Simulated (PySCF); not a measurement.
# Telling isomers of C6H10 apart by NMR

[PySCF: geometry: GFN2-xTB; NMR shieldings at PBE0/pcSseg-1/GIAO; in vacuum; equivalent nuclei averaged; one conformer; non-relativistic]

Referencing at the same level of theory: ¹H, ¹³C against TMS. Where no couplings were computed, multiplicities follow the n + 1 count of equivalent neighbours, and m marks all less simple cases (inequivalent or close neighbours, rings, F or P nearby). Shifts are as computed. Against solution values, carbons near 30 ppm lie about +3 ppm off and those near 130 ppm about +5 ppm. Of 1211 compounds with measured shifts, 218 miss one by over three times the rms of a fit or turn the order of signals round; such compounds aren't used in these exercises.

(1) Tabulate the signals of `C=C(C)C(=C)C`, `C=C1CC[C@@H]1C` and their relative energies.

(2) What is the quickest way to tell C=C(C)C(=C)C from C=C1CC[C@@H]1C?

Answers

(1) 
| SMILES | carbon types | δC | δH | E rel. (kcal/mol) |
| --- | --- | --- | --- | --- |
| C=C(C)C(=C)C | 2×C 2×CH2 2×CH3 | 150.5, 120.0, 23.7 | 5.35 (m, 2H), 5.29 (m, 2H), 2.05 (s, 6H) | 0.0 |
| C=C1CC[C@@H]1C | 1×C 1×CH 3×CH2 1×CH3 | 164.4, 113.1, 39.4, 28.4, 24.9, 23.4 | 5.25 (m, 1H), 5.19 (m, 1H), 2.97 (m, 1H), 2.78 (m, 1H), 2.77 (m, 1H), 2.21 (m, 1H), 1.50 (m, 1H), 1.16 (d, 3H) | 5.8 |

Energies are electronic energies at PBE0/pcSseg-1 on these geometries, without zero-point or thermal terms, each for the one conformer computed, which needn't be the lowest.

(2) Count the carbon signals: 3 against 6. The first has a fully substituted alkene carbon (C) at 150.5 ppm, the second an allylic sp3 CH at 39.4 ppm. Their most deshielded carbons lie at 150.5 and 164.4 ppm.
